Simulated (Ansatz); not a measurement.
System: chalcopyrite CdGeAs2. Method: BLYP (plane waves, PAW; Ansatz, a program for electronic structure).

Settings: plane-wave cutoff 520 eV, 8×8×8 k mesh, Fermi–Dirac smearing 0.01 eV, scalar-relativistic PAW data made under PBE.

A third-order Birch–Murnaghan fit to the energies gives V0 = 28.025 Å³/atom, B0 = 42.9 GPa, B′ = 4.7.

| V (Å³/atom) | P (GPa) |
|---|---|
| 26.896 | ___ |
| 27.456 | ___ |
| 28.017 | 0.013 |
| 28.577 | -0.800 |
| 29.137 | -1.525 |

Task: Estimate the withheld pressures from this fit; the answers are the runs' own values.

Result: 
- 26.896, P (GPa): 1.946
- 27.456, P (GPa): 0.924

The formula P = (3/2) B0 (x^(7/3) − x^(5/3)) [1 + (3/4)(B′ − 4)(x^(2/3) − 1)] with x = V0/V meets the computed pressures within 0.01 GPa when these rounded values are put in.

Shape and atoms are relaxed at each volume.

Measured, for comparison: bulk modulus 69.9 GPa (temperature not stated, not corrected to a static lattice; as tabulated in Toher et al. (2017), arXiv:1611.05714). Computed (rounded) less measured: bulk modulus -39 %.

Note: the cell is over a tenth larger than the published one: the level's own overestimate first of all, though another phase or state, or a fault of the published cell, is possible; the gap of the solid is closed in this run; this level leaves the solid without a gap, although one is measured; the bulk modulus comes from volumes at which shape and atoms were relaxed.

The computed numbers hold no vibrational or temperature effects.
